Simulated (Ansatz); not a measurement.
A nudged elastic band was laid between two geometries of C3H5N (9 atoms, charge 0, multiplicity 1).

All numbers below come from RKS r2SCAN-D4/def2-SVP (Ansatz 0.2.0).

- movable images: 9
- climbing image: yes
- spring: 5.0 eV/Å²
- optimiser: quadratic models (default)
- start path: through a guess of the saddle point
- force threshold: 0.03 eV/Å
- iteration limit: 37
- end points: relaxed

Image 0:

```xyz
9
Properties=species:S:1:pos:R:3
N -0.342 1.304 -0.819
C 0.113 0.194 -0.191
C 1.022 -0.715 0.057
C -0.349 -0.932 0.663
H 0.346 1.940 -1.208
H -1.160 1.753 -0.424
H 2.012 -1.138 -0.079
H -0.518 -0.763 1.744
H -1.036 -1.691 0.240
```

Image 10:

```xyz
9
Properties=species:S:1:pos:R:3
N -0.245 1.455 -0.558
C 0.131 0.223 -0.142
C 1.008 -0.735 0.020
C -0.347 -0.928 0.669
H 0.324 1.904 -1.268
H -1.240 1.630 -0.638
H 2.004 -1.150 -0.100
H -0.467 -0.811 1.764
H -1.081 -1.635 0.235
```

(1) What changes between the two ends?

(2) Give the energies along the band, and the barrier.

(3) What is the geometry of the highest image?

(4) What are the harmonic wavenumbers there?

## Answers

(1) No bond is made or broken. The height of N1 over the plane of its neighbours goes from -0.21 to 0.21 Å. The two ends are copies of one structure, up to a mirror image or an exchange of like atoms.

(2) It converged. The highest image is number 5 of 0 to 10, 0.3 kcal/mol above the ends, which have the same energy within 2 meV. A vibrational analysis at the climbing image gives one clearly imaginary mode, 304i cm⁻¹: a first-order saddle point.

| image | path coordinate (Å) | energy (kcal/mol) | height of N1 over the plane of its neighbours (Å) |
| --- | --- | --- | --- |
| 0 | 0.00 | 0.0 | -0.21 |
| 1 | 0.05 | 0.0 | -0.18 |
| 2 | 0.09 | 0.1 | -0.14 |
| 3 | 0.14 | 0.2 | -0.09 |
| 4 | 0.18 | 0.3 | -0.05 |
| 5 | 0.23 | 0.3 | 0.00 |
| 6 | 0.28 | 0.3 | 0.05 |
| 7 | 0.32 | 0.2 | 0.09 |
| 8 | 0.37 | 0.1 | 0.14 |
| 9 | 0.41 | 0.0 | 0.18 |
| 10 | 0.46 | 0.0 | 0.21 |

(3) 
```xyz
9
Properties=species:S:1:pos:R:3
N -0.283 1.373 -0.688
C 0.130 0.201 -0.172
C 1.018 -0.741 0.035
C -0.346 -0.932 0.666
H 0.335 1.947 -1.245
H -1.225 1.698 -0.525
H 2.014 -1.154 -0.083
H -0.489 -0.779 1.754
H -1.065 -1.659 0.241
```

(4) 304i, 291, 372, 505, 614, 735, 947, 1005, 1035, 1089, 1095, 1117, 1306, 1498, 1589, 1915, 2974, 3035, 3304, 3608, 3741 cm⁻¹.

Run time: 4 min on 1 thread of Arm Neoverse V1, with other jobs on the host, peak memory 0.16 GiB.
